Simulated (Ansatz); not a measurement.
## GaSn2: from a trial structure to a relaxed crystal

Theory: Ansatz 0.2.0, DFT PBE, scalar-relativistic, plane waves, PAW. Cutoff 420 eV, Γ-centred k mesh, Gaussian smearing, no spin polarisation in the final step.

The start puts GaSn2 on the MoSi2 (C11b) structure type (I4/mmm, No. 139), with Ga in place of Mo, Sn in place of Si, at a guessed volume.

```yaml
crystal:
  lattice:
    - [-1.89303, 1.89303, 4.64384]
    - [1.89303, -1.89303, 4.64384]
    - [1.89303, 1.89303, -4.64384]
  atoms:
    - { symbol: Ga, position: [0.00000, 0.00000, 0.00000] }
    - { symbol: Sn, position: [0.66500, 0.66500, 0.00000] }
    - { symbol: Sn, position: [0.33500, 0.33500, 0.00000] }
```

Cell and atoms relax at zero pressure; the relaxation can't lower the symmetry of the start. After a coarse first stage the cell is made exact in the group found at 0.06 Å.

Formation energies are uncorrected and refer to the elements' standard structures at the same level.

**Question.** Which crystal results?

**Answer.** It keeps I4/mmm (No. 139). The result has the MoSi2 (C11b) structure. Conventional cell: a = 3.845 Å, c = 10.147 Å. Ga is coordinated by 8 Sn at 3.17 Å, 2 Sn at 3.45 Å and 4 Ga at 3.85 Å; Sn has 4 Ga at 3.17 Å, 5 Sn at 3.25–3.27 Å, 1 Ga at 3.45 Å and 4 Sn at 3.85 Å.

```
Ga Sn
1.0
    -1.92269    1.92269    5.07363
     1.92269   -1.92269    5.07363
     1.92269    1.92269   -5.07363
Ga Sn
1 2
Direct
  0.00000 0.00000 0.00000
  0.66034 0.66034 0.00000
  0.33966 0.33966 0.00000
```

**Question.** What are its volume, energy, density and gap?

**Answer.** The volume per atom is 25.01 Å³ and the density is 6.80 g/cm³. The energy over the elements is 0.07 eV/atom and the gap on the 16×16×16 mesh is 0 eV (a metal).

The final run used a 16×16×16 mesh on its 3-atom cell and 0.10 eV smearing. The k mesh leaves about 4 meV/atom of noise in metals. A structure relaxed within its symmetry needn't be a true minimum.

Cost: 3 runs of about 5.2 core-minutes in all, on Intel Xeon Platinum 8259CL (Skylake/Cascade Lake) (shared hosts).